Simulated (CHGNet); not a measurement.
bcc Rb

Computed with the machine-learned potential CHGNet 0.3.0 (trained on PBE and PBE+U data).

Cell: relaxed at this level.

```json
{
 "equilibrium_lattice_constant_a": "5.486 Å",
 "equilibrium_volume_per_atom": "82.55 Å³/atom",
 "elastic constant C11": "13.5 GPa",
 "elastic constant C12": "11.3 GPa",
 "elastic constant C44": "2.53 GPa",
 "vacancy_formation_energy": "0.083 eV"
}
```

Measured, for comparison: lattice constant a 5.576 Å, equilibrium volume per atom 86.68 Å³/atom (low-temperature or extrapolated to 0 K; zero-point anharmonic expansion removed; as tabulated in Csonka et al. (2009), arXiv:0903.4037); elastic constant C11 3.41 GPa, elastic constant C12 2.87 GPa, elastic constant C44 2.21 GPa (temperature not stated, no zero-point or thermal correction; as tabulated in arXiv:1601.06701); vacancy formation energy 0.3 eV (no zero-point or thermal correction, monovacancy; as tabulated in Riffe and Christensen (2024), arXiv:2406.09527). Computed (rounded) less measured: lattice constant a -1.6 %, equilibrium volume per atom -4.8 %, elastic constant C11 +296 %, elastic constant C12 +294 %, elastic constant C44 +14 %, vacancy formation energy -0.22 eV.

A machine-learned potential is trained on density-functional data: it inherits that level's misses and adds fitting errors of its own.

Note: the model's thermal expansion at 300 K is negative; this model's volume lies 8 % below that of the starting cell (a measured, published or database cell).

Elastic constants are with the ions relaxed.
